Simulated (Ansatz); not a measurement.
BH2SF (SMILES FBS): the energy, rung by rung

BH2SF has 5 atoms, charge 0, and is taken as a singlet. SMILES: `FBS`. Geometry: relaxed at PBE0-D4/def2-TZVP. This is one conformer, not always the lowest.

```xyz
5

F    -1.1191   -0.9059   -1.0692
B    -0.4128   -0.3391   -0.1061
S     0.9724    0.6986   -0.5794
H    -0.7120   -0.5309    1.0337
H     1.3214    1.0037    0.6796
```

Quantity: the energy change with the S3–H5 bond stretched from 1.342 to 3.354 Å, in eV. The values are calculated.

```csv
level,kind,program,value (eV),less FCI/STO-3G
SVWN5/STO-3G (restricted),LDA,Ansatz,6.56,+2.49
BLYP/STO-3G (restricted),GGA,Ansatz,6.04,+1.97
r2SCAN/STO-3G (restricted),meta-GGA,Ansatz,6.68,+2.61
r2SCAN0/STO-3G (restricted),hybrid meta-GGA,Ansatz,7.51,+3.44
HSE06/STO-3G (restricted),range-separated hybrid,Ansatz,7.19,+3.12
wB97M-V/STO-3G (restricted),range-separated hybrid,Ansatz,7.94,+3.87
RPA@PBE/STO-3G (restricted),RPA,Ansatz,5.09,+1.02
BCCD(T)/STO-3G (restricted),coupled cluster or CI,Ansatz,4.03,-0.04
CCSDT/STO-3G (restricted),coupled cluster or CI,Ansatz,4.07,0.00
FCI/STO-3G,exact in the basis,Ansatz,4.07,0.00
```

FCI/STO-3G is exact within its basis and frozen core, so for wave-function methods in that basis the difference is their error; functionals converge differently with the basis, so for them it is only a difference. The first shape isn't each level's own minimum. The values span 4.03 to 7.94 eV. All rows use very small basis sets, so even the best lies far from the true value.
